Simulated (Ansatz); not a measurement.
Compare A (`C=C=C(N)F`) with its isomer B (`NC1(F)C=C1`).

Computed with Ansatz on PBE0-D4/def2-TZVP structures; ΔE is electronic, products minus reactants. CBS: MP2 limit from def2 TZ/QZ plus the TZ coupled-cluster correction, frozen cores. Functionals use def2-TZVPP. B3LYP here is the variant with VWN-RPA as its local correlation; programs differ in this. Each species was taken in one conformer, which may not be the lowest.

A:

```xyz
9

C    -1.246   -0.099   -1.404
C    -0.285    0.152   -0.564
C     0.711    0.328    0.261
N     1.008   -0.373    1.415
F     1.650    1.255    0.007
H    -2.176    0.466   -1.399
H    -1.161   -0.882   -2.156
H     1.182    0.229    2.210
H     0.318   -1.077    1.630
```

B:

Z-matrix (Å, degrees):
```
C
F 1 1.409
C 1 1.457 2 116.0
N 1 1.410 2 111.2 3 -150.2
C 1 1.457 2 116.0 3 59.5
H 3 1.078 1 147.3 2 -74.3
H 4 1.013 1 110.5 2 59.5
H 4 1.013 1 110.5 2 -59.6
H 5 1.078 1 147.3 2 74.3
```

Which is lower in electronic energy at CCSD(T)/CBS, and by how much? (An estimate is asked.)

Computed: A, by 39.6 kJ/mol.

Give E(B) − E(A) in kJ/mol with PBE-D4, r2SCAN-D4, B3LYP, ωB97M-V, PBE0-D4, CCSD/def2-TZVPP, BLYP-D4. (Estimate.)

Ansatz gave: PBE-D4 49.7, r2SCAN-D4 48.9, B3LYP 61.2, ωB97M-V 38.6, PBE0-D4 39.4, CCSD/def2-TZVPP 42.9, BLYP-D4 69.1. None reverses the order clearly.

Does the order hold for the free energy at 298.15 K (harmonic terms from PBE0-D4)? (Estimate.)

Computed: Yes: G(B) − G(A) = +41.9 kJ/mol, for one conformer each.

Largest T1 diagnostic: 0.012.

In def2-TZVPP, CCSD(T) changes the Hartree–Fock value by −5.8 kJ/mol (the triples alone add +1.5 kJ/mol) and MP2 by −18.7 kJ/mol. From PBE to PBE0 (25 % exact exchange), in def2-TZVPP and without D4, E(B) − E(A) moves by −10.6 kJ/mol.
